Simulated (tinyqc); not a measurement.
Inside a calculation. Method: geometry optimisation on the UHF/sto-3g surface (energies and gradients from PySCF), for BH, spin multiplicity 3. Computed by tinyqc, a small Python program that keeps every step (integrals from PySCF). Settings: charge = 0, multiplicity = 3, basis = sto-3g, optimiser = bfgs, first Hessian = 0.6, largest step = 0.1, iteration cap = 30. Command: `OMP_NUM_THREADS=1 python tinyqc.py 29852 29853 out.jsonl` (the two numbers bound the seeds that draw the settings). One thread of a shared host (Intel(R) Xeon(R) Processor @ 2.60GHz), about 0.2 s of CPU time with the checks.

## Step 1: energy and gradient

positions at the start (bohr):
```
           x         y         z
1B  0.000000  0.000000  0.000000
2H  0.000000  0.000000  2.175075
```

Self-consistent energy and analytic gradient at these positions.

energy = -24.75144024 hartree

gradient (hartree/bohr):
```
             x           y            z
1B  0.00000000  0.00000000   0.00291530
2H  0.00000000  0.00000000  -0.00291530
```

## Step 1: move

Quasi-Newton step p = -H^(-1) g (first H = 0.6 times the unit matrix); steps longer than 0.1 bohr are cut back.

positions after step 1 (bohr):
```
           x         y          z
1B  0.000000  0.000000  -0.004859
2H  0.000000  0.000000   2.179934
```

## Step 2: energy and gradient

As before.

energy = -24.75145108 hartree

gradient (hartree/bohr):
```
             x           y            z
1B  0.00000000  0.00000000  -0.00067027
2H  0.00000000  0.00000000   0.00067027
```

## Step 2: move

inverse Hessian in use (bohr^2/hartree), lower triangle:
```
          1         2         3         4         5         6
1  1.666667
2  0.000000  1.666667
3  0.000000  0.000000  1.510886
4  0.000000  0.000000  0.000000  1.666667
5  0.000000  0.000000  0.000000  0.000000  1.666667
6  0.000000  0.000000  0.155780  0.000000  0.000000  1.510886
```

Quasi-Newton step p = -H^(-1) g (the inverse Hessian comes from BFGS updates; coordinates in the order x, y, z of each atom); steps longer than 0.1 bohr are cut back.

positions after step 2 (bohr):
```
           x         y          z
1B  0.000000  0.000000  -0.003951
2H  0.000000  0.000000   2.179025
```

## Convergence

Stop when the largest gradient component is below 3e-5 hartree/bohr. The inverse Hessian follows the BFGS update with s = step, y = change of gradient.

Course of the optimisation:
```
step   E (hartree)  largest gradient (hartree/bohr)
1     -24.75144024                         2.92e-03
2     -24.75145108                         6.70e-04
3     -24.75145170                         6.13e-06
```

Final distances (angstrom):
```
pair   distance
2H-1B  1.155181
```

Converged in 3 steps.
